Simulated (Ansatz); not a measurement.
## What a trial cell of Cu relaxes into

The calculation used Ansatz, DFT PBEsol, scalar-relativistic, plane waves, PAW. Cutoff 420 eV, Γ-centred k mesh, Gaussian smearing, no spin polarisation in the final step.

Cu was placed on the alpha-boron structure type (R-3m, No. 166), at a guessed volume.

```
CELL_PARAMETERS angstrom
2.91406 1.68243 4.96965
-2.91406 1.68243 4.96965
0.00000 -3.36487 4.96965
ATOMIC_POSITIONS crystal
Cu 0.01019 0.65361 0.01019
Cu 0.01019 0.01019 0.65361
Cu 0.65361 0.01019 0.01019
Cu 0.98981 0.34639 0.98981
Cu 0.34639 0.98981 0.98981
Cu 0.98981 0.98981 0.34639
Cu 0.22118 0.63060 0.22118
Cu 0.22118 0.22118 0.63060
Cu 0.63060 0.22118 0.22118
Cu 0.77882 0.36940 0.77882
Cu 0.36940 0.77882 0.77882
Cu 0.77882 0.77882 0.36940
```

Cell and atoms relax at zero pressure; the relaxation can't lower the symmetry of the start. After a coarse first stage the cell is made exact in the group found at 0.06 Å.

Energies count from the standard state of Cu at the same level.

What does it relax into?

It keeps R-3m (No. 166), but not the shape of the type it started on. Conventional cell: a = 4.828 Å, c = 24.763 Å. Around Cu on Wyckoff site h (6 atoms of the primitive cell) lie 7 Cu at 2.34–2.44 Å; Cu on Wyckoff site h (6 atoms of the primitive cell) is coordinated by 8 Cu at 2.37–2.46 Å.

```cif
data_structure
_symmetry_space_group_name_H-M 'R-3m:H'
_symmetry_Int_Tables_number 166
_cell_length_a 4.8283
_cell_length_b 4.8283
_cell_length_c 24.7631
_cell_angle_alpha 90.000
_cell_angle_beta 90.000
_cell_angle_gamma 120.000
_cell_volume 499.95
loop_
_atom_site_label
_atom_site_type_symbol
_atom_site_symmetry_multiplicity
_atom_site_Wyckoff_symbol
_atom_site_fract_x
_atom_site_fract_y
_atom_site_fract_z
_atom_site_occupancy
Cu1 Cu 18 h 0.16820 0.83180 0.88058 1
Cu2 Cu 18 h 0.50323 0.49677 0.70653 1
```

What are its volume, energy, density and gap?

The volume per atom is 13.89 Å³. The density is 7.60 g/cm³. The energy over the standard structure is 0.47 eV/atom. The gap on the 9×9×9 mesh is 0 eV (a metal).

The final run used a 9×9×9 mesh on its 12-atom cell and 0.10 eV smearing. The k mesh leaves about 4 meV/atom of noise in metals. A structure relaxed within its symmetry needn't be a true minimum.